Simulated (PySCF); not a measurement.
Compound: HLi.
SMILES: `[LiH]`

Computed with PySCF 2.14.0, PBE0/def2-TZVP geometry optimisation, gas phase.

Take the most abundant isotopes and a rigid rotor. 

Q: What are the moment of inertia and the rotational constant?

A: I = 2.250 u·Å², B = 505379 MHz·u·Å²/I = 224642 MHz (7.4933 cm⁻¹, or 10.781 K as hB/k). For two atoms I = μr² with μ = 0.8812 u and r = 1.5978 Å.

Q: List the first levels of a rigid rotor in a Σ state.

A: E(J) = BJ(J+1): J = 1: 14.987, J = 2: 44.960, J = 3: 89.919, J = 4: 149.865, J = 5: 224.798, J = 6: 314.717 cm⁻¹.

Q: Where do the first rotational lines fall?

A: The dipole is 5.78 D; J+1 ← J lies at 2B(J+1): 1 ← 0 at 449.28 GHz, 2 ← 1 at 898.57 GHz, 3 ← 2 at 1347.85 GHz, 4 ← 3 at 1797.14 GHz, 5 ← 4 at 2246.42 GHz, 6 ← 5 at 2695.71 GHz.

Stationary, but not proved a minimum. Constants of a rigid frame at the computed geometry: no zero-point averaging, no centrifugal distortion.

Hardware: Arm Neoverse N1, one thread, shared host with 64 logical CPUs at a one-minute load of 32. Cost: 1.0 s of wall time, 0.22 GiB resident at most. That covers the optimisation of the geometry.
